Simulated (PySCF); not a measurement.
Molecule: C$_{2}$H$_{5}$O (charge 0, doublet). It need not be the lowest isomer of its formula. SMILES: [CH2]CO
Coordinates optimised at B3LYP-D3(BJ)/def2-TZVP (Ansatz):
```xyz
8

C      1.1500    -0.5481     0.0778
C      0.1001     0.4855     0.1538
O     -1.1512    -0.0848    -0.2195
H     -1.8025     0.6203    -0.2893
H      0.0546     0.9063     1.1703
H      0.3469     1.3296    -0.5164
H      2.1102    -0.3827     0.5442
H      0.9997    -1.4196    -0.5423
```
Charge 0, spin multiplicity 2.

Dispersion corrections to the total energy (kcal/mol) from the dftd3 and dftd4 libraries through PySCF: D3(BJ) without and D4 with the three-body term, each with the damping fitted for the functional named.

```
functional  D3(BJ)     D4
----------  ------  -----
B2GP-PLYP    -1.14  -0.81
HSE06        -1.30  -1.51
revPBE       -6.33  -7.94
TPSS         -2.83  -2.75
BHLYP          ___  -2.10
B2PLYP       -1.68    ___
BP86           ___  -2.53
```

Task: Complete the blanks.

Result: 
- BHLYP, D3(BJ): -2.87
- B2PLYP, D4: -1.40
- BP86, D3(BJ): -3.30
